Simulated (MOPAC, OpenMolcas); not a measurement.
**How methods differ on Si2NH6 (SMILES [SiH2]N[SiH3])**

Si2NH6 has 9 atoms, charge 0, and is taken as a doublet. SMILES: `[SiH2]N[SiH3]`. The shape is that of a PBE0-D4/def2-TZVP optimisation. This is one conformer, not always the lowest.

```xyz
9

Si   -1.2009    0.9253   -0.9484
N     0.1969    0.6258    0.0252
Si    0.6117   -0.8205    0.8802
H    -1.6165   -0.3720   -1.5545
H    -0.8429    1.9134   -2.0109
H     0.7641    1.4393    0.2222
H     1.9826   -1.2765    0.5254
H    -0.3782   -1.8534    0.4885
H     0.5716   -0.6277    2.3554
```

Each level gives the dipole moment (D). The values are calculated.

```
          level             kind     program  value (D)
            PM3   semi-empirical       MOPAC       1.37
    UHF/cc-pVDZ     Hartree–Fock  OpenMolcas       0.98
 USVWN5/cc-pVDZ              LDA  OpenMolcas       1.20
  UBLYP/cc-pVDZ              GGA  OpenMolcas       1.16
  UTPSS/cc-pVDZ         meta-GGA  OpenMolcas       1.14
 UB3LYP/cc-pVDZ    global hybrid  OpenMolcas       1.09
UM06-2X/cc-pVDZ  hybrid meta-GGA  OpenMolcas       0.99
```

The values span 0.98 to 1.37 D. Magnitudes only.
